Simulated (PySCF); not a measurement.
PySCF input for Si₂, SMILES [Si]=[Si] (connectivity only; charge and spin as stated), neutral, multiplicity 3, PBE0-D3(BJ)/def2-TZVPD. Geometry optimised at PBE0-D3(BJ)/def2-TZVPD.

```python
import numpy as np
from pyscf import gto, scf, dft, df
from pyscf.hessian import thermo

mol = gto.M(
    atom='''
    Si    0.00000000    0.00000000   -1.12628203
    Si    0.00000000    0.00000000    1.12628203
    ''',
    basis='def2-TZVPD',
    charge=0,
    spin=2,
    max_memory=1600,
    verbose=3,
)
mf = dft.UKS(mol, xc='pbe0').density_fit(auxbasis='def2-universal-jkfit')
mf.disp = 'd3bj'
mf.grids.level = 3
mf.conv_tol = 1e-11
mf.max_cycle = 100
mf.kernel()
fine, coarse = mf.grids, dft.Grids(mol).set(level=1).build(with_non0tab=True)
for _ in range(3):  # follow internal instabilities
    mf.grids = coarse
    mo, _, stable, _ = mf.stability(return_status=True, nroots=4)
    mf.grids = fine
    if stable:
        break
    mf.kernel(mf.make_rdm1(mo, mf.mo_occ))

# [left out here: the lines that compute and print the analytic Hessian (its translational invariance restored by hand, since the grid's response is missing), thermochemistry and intensities]
```

It prints:

```

WARN: HOMO -0.187694989760005 >= LUMO -0.187694989760006

converged SCF energy = -578.624430373976  <S^2> = 2.0080022  2S+1 = 3.0053301
<class 'pyscf.df.df_jk.DFUKS'> wavefunction is stable in the internal stability analysis

WARN: DFTD3 does not support analytical Hessian, using finite difference


WARN: Mole.unit (angstrom) is changed to Bohr

Mode                                 0
Irrep
Freq [cm^-1]                      519.7241
Reduced mass [au]                  28.0850
Force const [Dyne/A]                4.4696
Char temp [K]                     747.7673
Normal mode                   x     y     z
       0  Si                -0.00 -0.00  0.13
       1  Si                 0.00  0.00 -0.13
temperature 298.1500 [K]
pressure 101325.00 [Pa]
Rotational constants [GHz] inf 7.09281 7.09281
Symmetry number 2
Zero-point energy (ZPE) 0.00118 [Eh]   3108.641 [J/mol]
                           tot       elec      trans        rot        vib
Entropy [J/mol/K]       229.559      9.134    158.987     58.884      2.555
Cv [J/mol/K]             25.833      0.000     12.472      8.314      5.047
Cp [J/mol/K]             34.148      0.000     20.786      8.314      5.047
Internal energy [J/mol]                      3718.434   2478.956   3659.787
Internal energy [Eh]   -578.62068  -578.62443
Enthalpy [J/mol]                             6197.391   2478.956   3659.787
Enthalpy [Eh]          -578.61973
Gibbs free energy [J/mol]                  -41204.453 -15077.208   2898.088
Gibbs free energy [Eh] -578.64580
mode   freq/cm-1   IR/(km/mol)
   1      519.72         0.000
max |gradient| / (hartree/bohr): 6.186347469444078e-07
APT charges: [0. 0.]
```

Self-consistency was reached.

Cost: about 40 core-seconds (a rough figure).
